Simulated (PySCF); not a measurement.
Potential energy curve for NH, triplet.

Computed with CCSD(T) on UHF/cc-pVDZ, 1 core orbital frozen (PySCF).

### Question
Relative to R = 1.07 Å, what are the energies at R = 0.83, 0.99, 2.31, 4.21 Å?

### Answer
1.544 eV at 0.83 Å, 0.086 eV at 0.99 Å, 3.010 eV at 2.31 Å, 3.093 eV at 4.21 Å.

The unrestricted determinant behind UCCSD(T) is spin-contaminated at 1.42 to 4.21 Å (<S²> up to 3.0, against 2.00 for a pure triplet).
